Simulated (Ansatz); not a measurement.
## Ansatz (development build ahead of 0.2.0) run

```yaml
crystal:
  periodic: [false, false, false]
  atoms:
    - { symbol: F, position_ang: [-0.23463, -0.54985, 1.04529] }
    - { symbol: H, position_ang: [0.00162, 0.07413, -0.12069] }
    - { symbol: F, position_ang: [0.18651, 0.49195, -0.92606] }
basis:
  gaussian: { orbitals: def2-SVP }
magnetization:
  spin_polarized: true
  initial_magnetization: 1
hamiltonian:
  xc: hf
output:
  forces: true
```

The input is written out in the form of the current development build from the run's settings.

The run gave:

| Item | Value |
| --- | --- |
| Converged | yes |
| Total energy | -199.19629 hartree |
| Spin squared of the determinant | 0.753 |
| Stability test | minimum |

Forces (eV/Å):
```csv
atom,Fx,Fy,Fz
F1,-0.519,-1.337,2.509
H2,0.565,1.399,-2.646
F3,-0.046,-0.062,0.137
```
